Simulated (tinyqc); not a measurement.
Worked calculation: Hueckel theory of the pi electrons, for the molecule N=CC=O (SMILES; centres numbered as the heavy atoms are written). Computed by tinyqc, a small Python program that keeps every step. Settings: charge = 0. Command: `OMP_NUM_THREADS=1 python tinyqc.py 28831 28832 out.jsonl` (the two numbers bound the seeds that draw the settings). One thread of a shared host (Intel(R) Xeon(R) Processor @ 2.60GHz), about 0.01 s of CPU time with the checks.

## The Hueckel matrix

Centres:
```
centre  z_r, pi electrons of the neutral centre         h
1N                                            1  0.500000
2C                                            1  0.000000
3C                                            1  0.000000
4O                                            1  1.000000
```

Bonds:
```
i  j         k
1  2  1.000000
2  3         1
3  4         1
```

H_rr = alpha + h_r beta, H_rs = k_rs beta for bonded centres.

Hueckel matrix in units of beta (H = alpha + beta A), order 1N, 2C, 3C, 4O:
```
[[0.500000, 1.000000, 0.000000, 0.000000],
 [1.000000, 0.000000, 1.000000, 0.000000],
 [0.000000, 1.000000, 0.000000, 1.000000],
 [0.000000, 0.000000, 1.000000, 1.000000]]
```

## Orbitals

pi electrons, sum of z_r less the charge = 4

Diagonalise; E = alpha + x beta with beta < 0, so the largest x are filled first; degenerate levels share their electrons. P = sum n_i c_ri c_si; each orbital has its largest coefficient positive (the first on a tie).

x values: [1.916714, 1.192849, -0.149813, -1.459751]

occupations: [2.000000, 2.000000, 0.000000, 0.000000]

coefficients, order 1N, 2C, 3C, 4O:
```
[[0.325274, 0.656548, 0.592004, -0.335667],
 [0.460820, 0.454889, -0.384692, 0.657825],
 [0.557987, -0.113934, -0.534372, -0.624593],
 [0.608681, -0.590796, 0.464747, 0.253925]]
```

charge and bond-order matrix P, order 1N, 2C, 3C, 4O:
```
[[1.073717, 0.897099, 0.213390, -0.379796],
 [0.897099, 0.838558, 0.410608, 0.023492],
 [0.213390, 0.410608, 0.648660, 0.813896],
 [-0.379796, 0.023492, 0.813896, 1.439064]]
```

## Energy, charges, bond orders

E = sum n x; q_r = z_r - P_rr; bond order p = P_rs; free valence = sqrt(3) - sum of p over the bonds of the atom.

pi energy = 4 alpha + this times beta = 6.219127

pi charges: [-0.073717, 0.161442, 0.351340, -0.439064]

Bond orders and lengths from R = 1.517 - 0.180 p (angstrom, C-C alone):
```
bond         p         R
1-2   0.897099         -
2-3   0.410608  1.443091
3-4   0.813896         -
```

free valence of the carbons: [0.424344, 0.507547]

gap between the highest filled and the next level = 1.342662 |beta|
